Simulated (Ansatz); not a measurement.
`FCCCS` and `CCS` differ in one atom or group.

Ansatz, PBE0-D4/def2-TZVP geometries, multiplicity 1. Each molecule was computed in one conformer, which needn't be the lowest.

```json
{"property": "zero-point energy (PBE0-D4/def2-TZVP) / kJ/mol", "`FCCCS`": "254.4"}
{"property": "size of the dipole moment (B3LYP/def2-TZVPP) / D", "`FCCCS`": "2.46"}
{"property": "HOMO energy (ωB97M-V/def2-TZVPP) / eV", "`FCCCS`": "-9.19"}
{"property": "HOMO–LUMO gap (PBE/def2-TZVPP) / eV", "`FCCCS`": "5.19"}
{"property": "HOMO–LUMO gap (PBE0/def2-TZVPP) / eV", "`FCCCS`": "7.37"}
{"property": "LUMO energy (B3LYP/def2-TZVPP) / eV", "`FCCCS`": "0.12"}
```

Problem. Give the same properties after the change, and the shifts. (An estimate is asked.)

Solution. The calculation gave: 
```json
{"property": "zero-point energy (PBE0-D4/def2-TZVP) / kJ/mol", "`CCS`": "196.8", "shift": "-57.6"}
{"property": "size of the dipole moment (B3LYP/def2-TZVPP) / D", "`CCS`": "1.61", "shift": "-0.85"}
{"property": "HOMO energy (ωB97M-V/def2-TZVPP) / eV", "`CCS`": "-9.00", "shift": "0.19"}
{"property": "HOMO–LUMO gap (PBE/def2-TZVPP) / eV", "`CCS`": "5.10", "shift": "-0.09"}
{"property": "HOMO–LUMO gap (PBE0/def2-TZVPP) / eV", "`CCS`": "7.27", "shift": "-0.10"}
{"property": "LUMO energy (B3LYP/def2-TZVPP) / eV", "`CCS`": "0.21", "shift": "0.09"}
```

With PBE0 the HOMO rises by 0.19 eV and the LUMO rises by 0.09 eV, so the gap narrows by about 0.10 eV. PBE moves the HOMO by 0.18 eV and ωB97M-V by 0.19 eV. The zero-point energy changes by -57.6 kJ/mol with -9 modes. Dipoles are sizes alone; their direction can turn.

B3LYP here is the variant with VWN-RPA as its local correlation; programs differ in this.
